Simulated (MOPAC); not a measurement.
MOPAC input (AM1):

```
AM1 1SCF CHARGE=-1 GEO-OK AUX(PRECISION=9) THREADS=1
CH3S

C    -1.12170049 1   -0.06477832 1   -0.00321981 1
S     0.70892160 1    0.04094030 1    0.00203494 1
H    -1.49834475 1   -0.72773810 1   -0.79531264 1
H    -1.51919535 1   -0.45321230 1    0.94541316 1
H    -1.59500260 1    0.91457557 1   -0.16334069 1
```

From the last part of the output:

```
                                                       MOPAC v23.2.5 Linux

          FINAL HEAT OF FORMATION =        -13.75858 KCAL/MOL =     -57.56592 KJ/MOL

          COSMO AREA              =         81.31 SQUARE ANGSTROMS
          COSMO VOLUME            =         64.22 CUBIC ANGSTROMS

          IONIZATION POTENTIAL    =          2.162105 EV
          HOMO LUMO ENERGIES (EV) =         -2.162  7.855
          NO. OF FILLED LEVELS    =          7
          MOLECULAR WEIGHT        =         47.0947         POINT GROUP:  C3v

          MOLECULAR DIMENSIONS (Angstroms)

            Atom       Atom       Distance
            H     5    S     2     2.46955
            H     4    H     3     1.76236
            H     3    S     2     1.39068

          SCF CALCULATIONS        =          1

   ATOM   CHEMICAL          X               Y               Z
  NUMBER   SYMBOL      (ANGSTROMS)     (ANGSTROMS)     (ANGSTROMS)

     1       C         -1.12170049  *  -0.06477832  *  -0.00321981  *
     2       S          0.70892160  *   0.04094030  *   0.00203494  *
     3       H         -1.49834475  *  -0.72773810  *  -0.79531264  *
     4       H         -1.51919535  *  -0.45321230  *   0.94541316  *
     5       H         -1.59500260  *   0.91457557  *  -0.16334069  *

                             CARTESIAN COORDINATES

   1    C       -1.121700490    -0.064778320    -0.003219810
   2    S        0.708921600     0.040940300     0.002034940
   3    H       -1.498344750    -0.727738100    -0.795312640
   4    H       -1.519195350    -0.453212300     0.945413160
   5    H       -1.595002600     0.914575570    -0.163340690

           Empirical Formula: C H3 S  =     5 atoms

      MOLECULAR POINT GROUP   :   C3v

                  EIGENVALUES
 -23.89550  -9.88525  -8.80450  -8.80450  -5.69476  -2.16210  -2.16210   7.85508
   9.43968   9.43968   9.81867

              NET ATOMIC CHARGES AND DIPOLE CONTRIBUTIONS

  ATOM NO.   TYPE          CHARGE      No. of ELECS.   s-Pop       p-Pop
    1          C          -0.101408        4.1014     1.21469     2.88672
    2          S          -0.938699        6.9387     1.93962     4.99908
    3          H           0.013369        0.9866     0.98663
    4          H           0.013369        0.9866     0.98663
    5          H           0.013369        0.9866     0.98663
 DIPOLE           X         Y         Z       TOTAL
 POINT-CHG.    -2.476    -0.143    -0.007     2.481
 HYBRID        -1.075    -0.062    -0.003     1.077
 SUM           -3.551    -0.205    -0.010     3.557

          ATOMIC ORBITAL ELECTRON POPULATIONS

     Atom    s        px        py        pz
    1  C   1.21469   0.96516   0.96078   0.96077
    2  S   1.93962   1.04304   1.97646   1.97958
    3  H   0.98663
    4  H   0.98663
    5  H   0.98663

 **********************
 *                    *
 * JOB ENDED NORMALLY *
 *                    *
 **********************

 == MOPAC DONE ==
```

The dipole moment of an ion depends on the origin.
